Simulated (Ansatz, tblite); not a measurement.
# The cluster W₃+: rung by rung

One table from this session's results is given with a row withheld; the runs are named, their logs left out.

Computed with Ansatz 0.2.0, Gaussian basis. Level: as each input shows.

Levels to be run: GFN1-xTB, GFN2-xTB, PBE-D4/def2-TZVP, r2SCAN-D4/def2-TZVP, LC-ωPBE/def2-TZVP, LDA/def2-TZVP, B3LYP-D4/def2-TZVP, CAM-B3LYP-D4/def2-TZVP, ωB97X-V/def2-TZVP, PBE-D4/def2-SVP, PBE0-D4/def2-SVP, CCSD(T)/def2-TZVP, RPA/def2-TZVP.

1 further run of the same task is left out (set aside as unsound or not needed). Runs told in other sessions of the task aren't counted.

### The relaxed structure

The doublet was relaxed beforehand with PBE0-D4/def2-TZVP. At that level it is the lowest of the isomers that a small search found.

3 atoms, charge 1, spin multiplicity 2.

Bond lengths: W1–W2 2.285 Å, W1–W3 2.330 Å, W2–W3 2.285 Å. Angles: W2–W1–W3 59.4°, W1–W2–W3 61.3°, W1–W3–W2 59.3°.

W takes a core potential in the def2 sets. No spin-orbit coupling is included. The ion is computed in the gas phase, without counter-ions or solvent.

PBE0-D4/def2-TZVP was run before; its log isn't repeated, and its numbers join the tables.

Set-up of the first run:

Tight binding, by tblite at 300 K electronic temperature and without a spin-polarisation term:

```python
tblite.interface.Calculator('GFN1-xTB', numbers, positions, charge=1, uhf=1).singlepoint()
```

Tight binding, by tblite at 300 K electronic temperature and without a spin-polarisation term:

```python
tblite.interface.Calculator('GFN2-xTB', numbers, positions, charge=1, uhf=1).singlepoint()
```

start.molden holds the orbitals of an earlier run on this state, given as this run's starting guess.

Input file in.yaml:

```yaml
crystal:
  periodic: [false, false, false]
  atoms:
    - {symbol: W, position_ang: [1.855469, 1.042508, 1.886075]}
    - {symbol: W, position_ang: [1.231193, 2.474808, 0.218991]}
    - {symbol: W, position_ang: [0.343337, 0.369684, 0.246634]}
basis:
  gaussian: {orbitals: def2-TZVP, initial_orbitals: start.molden}
total_charge: 1
magnetization: {spin_polarized: true, initial_magnetization: 1}
hamiltonian: {xc: pbe, dispersion: d4}
scf: {omitted_lower_state_checks: [starts]}
output: {orbitals: {seedname: orbitals}}
```

Launch:

```bash
$ ansatz run in.yaml --threads 4 --pin off --events-out ev --progress --plain --max-ram 3916MiB
```

Steps of the session up to this table: PBE-D4/def2-TZVP; r2SCAN-D4/def2-TZVP; LC-ωPBE/def2-TZVP; LDA/def2-TZVP; B3LYP-D4/def2-TZVP; CAM-B3LYP-D4/def2-TZVP; ωB97X-V/def2-TZVP; PBE-D4/def2-SVP; PBE0-D4/def2-SVP; CCSD(T)/def2-TZVP; RPA/def2-TZVP.

One table of the session follows, with a row left open; its other results are not shown here.

```
                 level  HOMO (eV)  LUMO (eV)  gap (eV)
         LDA/def2-TZVP      -8.79      -8.55      0.24
       PBE-D4/def2-SVP      -8.69      -8.09      0.60
      PBE-D4/def2-TZVP      -8.66      -8.09      0.57
   r2SCAN-D4/def2-TZVP      -8.97      -7.63      1.35
    B3LYP-D4/def2-TZVP          ?          ?         ?
      PBE0-D4/def2-SVP      -9.58      -7.05      2.54
     PBE0-D4/def2-TZVP      -9.50      -7.04      2.47
CAM-B3LYP-D4/def2-TZVP     -10.49      -6.20      4.29
     LC-ωPBE/def2-TZVP     -11.62      -4.98      6.64
     ωB97X-V/def2-TZVP     -11.20      -5.24      5.95
```

**Question.** Estimate the row for B3LYP-D4/def2-TZVP.

As computed: HOMO (eV): -9.26; LUMO (eV): -7.46; gap (eV): 1.80. In the column «HOMO (eV)» it lies between PBE0-D4/def2-TZVP (-9.50) and r2SCAN-D4/def2-TZVP (-8.97).

To keep in mind: Doubts: state flagged by the program, large T1 diagnostic, spin contamination. Notes on CCSD(T)/def2-TZVP: large T1 diagnostic, spin contamination, state flagged by the program.
